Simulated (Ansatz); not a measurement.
A made-up structure of BSiH₄, doublet:

```
6
angstrom
B 0.9150 -0.8072 0.7247
Si -0.3362 0.4163 -0.1874
H 1.2599 -1.9417 0.8108
H -1.5478 -0.1918 -0.8107
H 0.4913 1.0273 -1.2697
H 2.0123 -0.7578 1.0654
```

It is relaxed with PBE-D4/def2-SVP and then PBE0-D4/def2-TZVP (Ansatz 0.2.0). Atoms count as bonded within 1.22 times the sum of their covalent radii (H–H: 0.88 Å). The end point is not checked to be a true minimum.

(1) Does its bonding change? (Judge from chemistry; the calculation decides.)

## Answers

(1) Computed: No: no bond forms or breaks.

Where it ends: The first stage lowers the energy by 1.52 eV in 5 steps. It ends as BSiH₄ ([BH2][SiH2]):
```
6
angstrom
B 1.1051 -0.9463 0.6553
Si -0.0695 0.1024 -0.4467
H 0.7350 -1.9998 1.0786
H -1.4466 -0.2944 -0.8323
H 0.2725 1.4224 -1.0323
H 2.1982 -0.5392 0.9106
```

Labels in which every atom is bracketed show which atoms are joined, not bond orders.

For scale, one of the runs: PBE0-D4/def2-TZVP relaxation, 92 basis functions, launched by `ansatz run in.yaml --threads 2 --pin off --events-out ev --progress --plain --max-ram 4352MiB`. The run took about 5.5 s on 2 CPU threads of an Arm Neoverse V2 (shared host).
